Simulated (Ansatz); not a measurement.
System: hydrazine, N₂H₄ (charge 0, singlet). 
Geometry from a B3LYP-D3(BJ)/def2-TZVP (Ansatz, a first-principles code) optimisation:
```xyz
6

N     -0.0129     0.7139    -0.0827
N      0.0114    -0.7158    -0.0646
H      0.2269     1.1174     0.8176
H     -0.9512     1.0064    -0.3221
H     -0.2103    -1.0959     0.8505
H      0.9449    -1.0146    -0.3149
```

Basis-set convergence of Hartree-Fock and CCSD correlation energies (hartree) with Ansatz. Valence correlation only, unless marked. No spin-orbit coupling. Non-relativistic.

```
basis    functions       E(HF)  E(corr, CCSD)
-------  ---------  ----------  -------------
cc-pVDZ         48  -111.18620       -0.37475
cc-pVTZ        116  -111.22421       -0.45778
cc-pVQZ        230  -111.23352       -0.48381
```

Extrapolating the two largest sets (X = 3 and 4) as X^-3: E(corr) = (64·(-0.48381) - 27·(-0.45778))/37 = -0.5028 Eh, an estimate of the basis-set limit. The largest set recovers 96.2 % of it, the smallest 74.5 %.
